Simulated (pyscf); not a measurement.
Single points on ωB97X-D3(BJ)/def2-SVP structures (PySCF, gas phase).

Task: PBE/def2-TZVP puts the barrier of Cl–GeH₂–Cl + HCl → Cl–GeH(Cl)–Cl + H₂ (four-centre exchange; singlet surface; Ge–H, Cl–H broken, Cl–Ge, H–H formed) at 38.4 kcal/mol and the reaction energy at -12.2 kcal/mol, from the separated reactants. What do r²SCAN/def2-TZVP, M06-2X/def2-TZVP, ωB97M-D3(BJ)/def2-TZVP give on the same structures?

Result: r²SCAN: ΔE‡ = 40.5 kcal/mol, ΔE = -13.7 kcal/mol; M06-2X: ΔE‡ = 43.9 kcal/mol, ΔE = -15.8 kcal/mol; ωB97M-D3(BJ): ΔE‡ = 47.1 kcal/mol, ΔE = -11.7 kcal/mol. PBE's barrier lies under all of them, by 2.1 to 8.7 kcal/mol. Its reaction energy lies among theirs. Low barriers are usual for a GGA, whose delocalisation error favours stretched bonds. The same reactants have a lower exit, to Cl–GeH: [singlet] + HCl + HCl (highest point, the separated products, at +41.8 kcal/mol at ωB97M-D3(BJ), against +47.1 kcal/mol here). One saddle was located; it need not be the lowest between these sides. Elements up to Kr have no core potential and no relativistic terms here.
